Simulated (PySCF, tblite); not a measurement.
**C3HClNO radical: geometry, infrared bands and EPR parameters**

Aim: predict the infrared bands and EPR parameters of C3HClNO radical (`Clc1[c]ocn1`).

Programs: tblite 0.8.0 and PySCF 2.14.0, with density-fitted response routines of our own. Each step states its level of theory. These are calculated values for one molecule in the gas phase, unless marked as measured. Atoms count from 0, in the outputs and in this text.

**1. The molecule as given**

7 atoms, charge 0, multiplicity 2; geometry from: force field or distance geometry start.

Bonds of the start (Å): Cl0–C1 1.78, C1–C2 1.37, C2–O3 1.32, O3–C4 1.31, C4–N5 1.35, N5–C1 1.35, C4–H6 1.09.

**2. Geometry optimisation with GFN2-xTB**

Job settings and geometry (Å):

```
{"job": {"kind": "relax", "xc": "GFN2-xTB", "basis": "xTB"}, "charge": 0, "multiplicity": 2}
Cl     2.730200    -0.449700     0.410000
C      0.991600    -0.066500     0.281000
C      0.397800     1.107900     0.651800
O     -0.896200     1.032500     0.410900
C     -1.134900    -0.167400    -0.063100
N      0.007100    -0.871100    -0.166800
H     -2.092400    -0.580700    -0.380100
```

Started as:

```
$ OMP_NUM_THREADS=1 python probes_run.py task.json out
```

This one command runs all jobs of the session in turn.

What it wrote:

```text
step      E/eV     max force
  0    -499.24472    2.086
  1    -499.36741    1.238
  2    -499.40916    0.596
  3    -499.43374    0.467
  4    -499.44257    0.314
  5    -499.44585    0.163
  6    -499.44706    0.133
  7    -499.44843    0.120
  8    -499.44926    0.087
  9    -499.44962    0.059
 10    -499.44977    0.052
 11    -499.44992    0.045
 12    -499.45005    0.039
 13    -499.45011    0.017
 14    -499.45012    0.006
```

Run time: 0.06 s. Hardware: 1 thread of Arm Neoverse V1, shared host.

Relaxation path:

```csv
step,energy from step 0 (eV),largest force (eV/Å)
0,0.0000,2.0864
1,-0.1227,1.2383
2,-0.1644,0.5957
3,-0.1890,0.4668
4,-0.1979,0.3135
5,-0.2011,0.1630
6,-0.2023,0.1333
7,-0.2037,0.1198
8,-0.2045,0.0870
9,-0.2049,0.0591
10,-0.2051,0.0521
11,-0.2052,0.0446
12,-0.2053,0.0389
13,-0.2054,0.0166
14,-0.2054,0.0058
```

Distances of close pairs at the start and the end, largest changes first:

```csv
bond,before (Å),after (Å),change (Å)
Cl0–C1,1.785,1.680,-0.105
C4–N5,1.345,1.304,-0.041
C2–O3,1.318,1.342,+0.024
C4–H6,1.090,1.071,-0.019
C1–N5,1.348,1.362,+0.014
O3–C4,1.312,1.323,+0.011
C1–C2,1.367,1.365,-0.003
```

The final coordinates are the input of the step that follows.

**3. Harmonic vibrations with GFN2-xTB**

Job settings and geometry (Å):

```
{"job": {"kind": "ir", "xc": "GFN2-xTB", "basis": "xTB"}, "charge": 0, "multiplicity": 2}
Cl     2.629841    -0.481902     0.381282
C      1.010868    -0.038499     0.302637
C      0.390843     1.126255     0.650470
O     -0.925658     1.021565     0.409803
C     -1.084204    -0.197778    -0.077826
N      0.033035    -0.865623    -0.160237
H     -2.051390    -0.559113    -0.362245
```

What it wrote:

```text
mode    cm-1     km/mol
  1     248.5      0.67
  2     293.0      2.40
  3     470.8      6.51
  4     492.2      5.25
  5     649.8     12.86
  6     774.3      5.87
  7     890.2     11.10
  8     923.6     45.13
  9    1084.7     51.28
 10    1115.7     23.72
 11    1176.5     25.39
 12    1248.0     69.89
 13    1419.8      8.72
 14    1501.5     68.96
 15    3186.5      0.92
```

Run time: 0.13 s. Hardware: 1 thread of Arm Neoverse V1, shared host.

The strongest bands and the atoms that carry them (share of the mass-weighted mode):

```csv
cm⁻¹,km/mol,atoms
650,12.9,"C4 31 %, O3 25 %, N5 24 %"
890,11.1,"O3 38 %, C4 24 %, C2 18 %"
924,45.1,"N5 37 %, C2 23 %, C1 21 %"
1085,51.3,"H6 58 %, C2 27 %"
1116,23.7,"O3 44 %, C2 23 %, C4 13 %, H6 11 %"
1176,25.4,"C1 40 %, C4 20 %, O3 17 %, N5 15 %"
1248,69.9,"N5 22 %, C4 21 %, C1 17 %, H6 15 %"
1502,69.0,"C4 33 %, N5 31 %, C1 21 %, C2 13 %"
```

**4. EPR parameters: B3LYP/pcH-1**

The job, as its differences from that of step 3:

```diff
@@ -1,2 +1,2 @@
-{"job": {"kind": "ir", "xc": "GFN2-xTB", "basis": "xTB"}, "charge": 0, "multiplicity": 2}
+{"job": {"kind": "epr", "basis": "pcH-1"}, "charge": 0, "multiplicity": 2}
 Cl     2.629841    -0.481902     0.381282
```

With the program's defaults for keys left out, this is: UKS B3LYP, pcH-1 on C Cl H N O, non-relativistic, mean-field spin-orbit, GIAO.

What it wrote:

```text
UKS, coarse grid
  cycle   1  E = -704.86201841  |g| = 4.36e-01
  cycle   2  E = -704.66080957  |g| = 8.37e-01
  cycle   3  E = -704.91091836  |g| = 2.10e-01
  cycle   4  E = -704.92943018  |g| = 2.49e-01
  cycle   5  E = -704.95478540  |g| = 1.30e-01
  cycle   6  E = -704.96309324  |g| = 6.85e-02
  cycle   7  E = -704.96567749  |g| = 4.03e-02
  cycle   8  E = -704.96687443  |g| = 2.88e-02
  cycle   9  E = -704.96761112  |g| = 2.34e-02
  cycle  10  E = -704.96893107  |g| = 1.09e-02
  cycle  11  E = -704.96963605  |g| = 7.62e-03
  cycle  12  E = -704.96970662  |g| = 4.73e-03
  cycle  13  E = -704.96971809  |g| = 1.46e-03
  cycle  14  E = -704.96973218  |g| = 4.50e-04
  cycle  15  E = -704.96973362  |g| = 4.51e-04
UKS, final grid
  cycle   1  E = -704.96973013  |g| = 8.32e-04
  cycle   2  E = -704.96972896  |g| = 1.74e-03
  cycle   3  E = -704.96973052  |g| = 1.94e-04
  cycle   4  E = -704.96973053  |g| = 4.63e-05
  cycle   5  E = -704.96973054  |g| = 3.69e-05
  cycle   6  E = -704.96973055  |g| = 1.74e-05
E = -704.96973055 Eh   <S^2> = 0.7612 (exact 0.7500)
g shifts (ppm)      1          2          3
  rmc          -184       -184       -184
  gc             28         15        -11
  oz_so       -1030       -368        545
  total       -1185       -538        350
hyperfine (MHz)  atom isotope    a_iso     a_fc   dipolar eigenvalues
    0  35Cl      -1.64      -1.65     -3.14      0.83      2.31
    1   13C      61.55      61.64    -24.23     -5.06     29.30
    2   13C     674.64     674.78    -78.14    -50.31    128.45
    3   17O    -130.23    -130.23     -8.31      3.91      4.39
    4   13C      73.10      73.12    -12.15      0.28     11.86
    5   14N      -1.01      -1.01     -4.88     -3.29      8.17
    6    1H       4.91       4.91     -3.76     -0.09      3.85
```

Run time: 23 s. Hardware: 1 thread of Arm Neoverse V1, shared host; peak memory 0.59 GiB.

Principal g values 2.00113, 2.00178, 2.00267; g(iso) = 2.00186, against 2.00232 for a free electron.

Hyperfine couplings, nucleus by nucleus at this fixed geometry (no averaging over rotations):

```csv
nuclei,isotope,a(iso) (MHz),"a(iso) (G, at g = 2.0023)",largest dipolar term (MHz)
C2,13C,674.6,240.7,128.5
O3,17O,-130.2,-46.5,-8.3
C4,13C,73.1,26.1,-12.1
C1,13C,61.6,22.0,29.3
H6,1H,4.9,1.8,3.9
Cl0,35Cl,-1.6,-0.6,-3.1
N5,14N,-1.0,-0.4,8.2
```

Mulliken spin populations:

```csv
atom,value (e)
Cl0,-0.01
C1,-0.05
C2,0.99
O3,-0.01
C4,0.00
N5,0.08
H6,0.00
```

In first order the couplings over 0.8 MHz of 1H, 35Cl, 14N give 24 distinct lines over 4.2 G.

The fields below are evaluated on a grid from the run's orbitals.

ELF in a plane through or near 7 of the atoms.

Ten even steps from '0' (0.00) to '9' (1.00):
```
0000000000000000000000000000
0000000000000000000000000000
0000000000233100000000000000
0000000002677410000000000000
0000000003799731353100000000
0000000002799744887310000000
0000111001683367898410000000
0001456300571166377200000000
0002688742688436773000000000
0003788677224203544443100000
0003783248254434428998300000
0003672517548558229999600000
0002676675137237449999500000
0001478983028887215998100000
0000357872028997101574000000
0000124540017986100000000000
0000001110004663000000000000
0000000000000000000000000000
0000000000000000000000000000
0000000000000000000000000000
```
The map spans 10.5 Å across and 7.6 Å up, centred on the molecule. Atoms in the plane (x, y in Å): Cl0 (-2.6, -0.4), C1 (-1.0, 0.0), C2 (-0.4, 1.2), O3 (0.9, 1.1), C4 (1.1, -0.2), N5 (0.0, -0.9), H6 (2.1, -0.7).

log10 of the density (e/Å³) in the same plane.

Ten even steps from ' ' (-4.0) to '@' (1.7):
```
                                                        
                  ....::::::::..                        
                ..::::------::::::....                  
              ..::----========------::....              
            ..::::--==++++++++++++====--::              
      ..::::::----==++**************++==--..            
    ..::::--------==++**############**==--::            
  ..::--==========++**##%%####%%@@%%**==--::..          
  ..::--==++****++****####****######**====--....        
  ::--==++**######**##%%##******####**++++--::..        
  ::--==****##%%######@@##****##%%%%##**++==--::        
  ::--==****%%@@####**##################**==--::        
  ::--==++**######******##%%@@##********++==--::        
  ..::--++++******++++++**####**++++++++==--::..        
  ..::--====++++++====++********++======----....        
    ..::----======----====++++====----::::..            
      ..::::------::::----====----::......              
          ..............::::::::....                    
                        ........                        
                                                        
```
The map spans 10.5 Å across and 7.6 Å up, centred on the molecule. Atoms in the plane (x, y in Å): Cl0 (-2.6, -0.4), C1 (-1.0, 0.0), C2 (-0.4, 1.2), O3 (0.9, 1.1), C4 (1.1, -0.2), N5 (0.0, -0.9), H6 (2.1, -0.7).

On the surface of density 0.002 e/bohr³ the electrostatic potential runs, from the 1st to the 99th percentile, from -1.38 V near N5 to 1.77 V near H6.

The spin density lies nearest to C2 78 %; C1 7 % (both signs); N5 6 %.

**5. What came out**

```
                                                                  quantity                 value
                                 strongest single infrared mode (GFN2-xTB)  1248 cm⁻¹, 70 km/mol
                                              zero-point energy (GFN2-xTB)         22.1 kcal/mol
                                                            g(iso) (B3LYP)               2.00186
                                                                      ⟨S²⟩    0.761 (exact 0.75)
                                                            largest a(iso)  13C on C2, 674.6 MHz
potential on the surface of density 0.002 e/bohr³, 1st and 99th percentile    -1.38 V and 1.77 V
```

The optimisation took 14 steps and gained 0.205 eV; among the close pairs (by a distance rule), Cl0–C1 changed most, from 1.785 to 1.680 Å. No mode is imaginary among the 15: a minimum at this level. The strongest single mode, at 1248 cm⁻¹, is spread over several atoms, N5, C4, C1, H6 among them. Unscaled tight-binding wavenumbers are off by several per cent, some by more. Its intensities can rank the bands wrongly. Most of the unpaired spin sits on C2 (0.99 e). The isotropic g lies 0.5 ppt below the free-electron value. The conformer search found further structures of the same energy, which may be mirror or relabelled copies of this one.
